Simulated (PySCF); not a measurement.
Species: C₄H₇N.
Numbering: `[CH3:1][CH2:2][C:3]1=[N:4][CH2:5]1` (hydrogens: H6, H7, H8 on C1; H9, H10 on C2; H11, H12 on C5)

Torsions of this conformer, `[CH3:1][CH2:2][C:3]1=[N:4][CH2:5]1`: C1–C2–C3–N4 -126°.

The closed-shell ground state was solved at several levels (PySCF, density fitting, gas phase, non-relativistic). Geometry: PBE0-D3(BJ)/def2-SVP, one conformer, isolated molecule.

| level | basis functions | total energy (Eh) | HOMO (eV) | LUMO (eV) | gap (eV) | dipole (D) |
| --- | --- | --- | --- | --- | --- | --- |
| wB97X-D/pcSseg-2 | 278 | -211.3268 | -9.47 | 1.68 | 11.15 | 2.91 |
| B3LYP/pcJ-1 | 205 | -211.3334 | -7.30 | -0.28 | 7.02 | 2.85 |
| PBE0/pcSseg-1 | 120 | -211.0390 | -7.56 | -0.03 | 7.53 | 2.88 |

(1) Estimate the row for CAM-B3LYP/def2-SVPD, a basis of 156 functions; the other rows only guide the guess.

(2) Over all these levels, which gives the widest orbital gap and which the narrowest?

(3) How far do the dipole and the HOMO energy spread over the levels?

Results:

(1) Total energy -211.0559 Eh, HOMO -9.05 eV, LUMO 0.91 eV, gap 9.96 eV, dipole 2.90 D.

(2) wB97X-D/pcSseg-2 (range-separated hybrid) has the widest, 11.15 eV, and B3LYP/pcJ-1 (global hybrid, 20 % exact exchange) the narrowest, 7.02 eV. Functional and basis both differ between the two, so the spread mixes both effects.

(3) The dipole runs from 2.85 to 2.91 D (mean 2.89 D) and the HOMO from -9.47 to -7.30 eV.

The pairwise dispersion term of wB97X-D wasn't added to the energies; at a given geometry it leaves orbitals and properties as they are.
